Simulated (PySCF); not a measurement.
**Question.** Give a PBE0-D3(BJ)/def2-SVP geometry of InChI=1S/C3H4F2O/c1-2-6-3(4)5/h2-3H,1H2.

**Answer.** 
```
atom  x, y, z in Å
C1     1.1754    0.3493   -0.8701
C2     0.6947    0.8095    0.2853
O3    -0.4725    0.4630    0.8920
C4    -1.1070   -0.6707    0.4768
F5    -2.0194   -0.9667    1.3962
F6    -1.7450   -0.4629   -0.6887
H7     0.6329   -0.3475   -1.5108
H8     2.1460    0.7105   -1.2116
H9     1.2216    1.5518    0.8893
H10   -0.4021   -1.5129    0.3461
```

Orientation and origin are arbitrary. Atoms count from 1 in this order. Of the pairs four or more bonds apart, C4···H7 is among the closest relative to their van der Waals radii: 2.66 Å, 92 % of the sum of Bondi's values.

Bonds between heavy atoms (Å): C1=C2 1.333, C2–O3 1.360, O3–C4 1.364, C4–F5 1.329, C4–F6 1.345.

Computed, not measured: PBE0-D3(BJ)/def2-SVP geometry optimisation, gas phase (PySCF).

Point group: C1 (no symmetry element, even within 0.4 Å). Whether it is a minimum is left open (no frequencies). One conformer, not necessarily the lowest (C1–C2–O3–C4 16°, C2–O3–C4–F5 166°).
